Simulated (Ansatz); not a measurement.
This Ansatz (an electronic-structure program) input (PBE0/cc-pVTZ) gives -274.68434 Eh with 104 basis functions. A basis named .json is the Basis Set Exchange file of that set (core-valence sets with the plain set on hydrogen).

Ansatz 0.2 input:
```yaml
crystal:
  periodic: [false, false, false]
  atoms:
    - {symbol: F, position_ang: [-0.02225252, 1.11779558, -0.29098290]}
    - {symbol: O, position_ang: [0.18529947, -0.00260891, 0.50398691]}
    - {symbol: F, position_ang: [-0.07464433, -1.11750055, -0.28329124]}
    - {symbol: H, position_ang: [-0.61032413, 0.01821598, 1.13657204]}
basis:
  gaussian:
    orbitals: cc-pVTZ
    fitting: {mean_field: cc-pVQZ-JKFIT.json}
hamiltonian:
  xc: {name: PBE0}
total_charge: 1
magnetization: {spin_polarized: false}
```

Change:
```diff
- fitting: {mean_field: cc-pVQZ-JKFIT.json}
+ fitting: {mean_field: def2-universal-JKFIT.json}
```

Question: What does the run give now?

Answer: -274.68438 Eh (PBE0/cc-pVTZ, 104 functions), a change of -0.04 mEh.
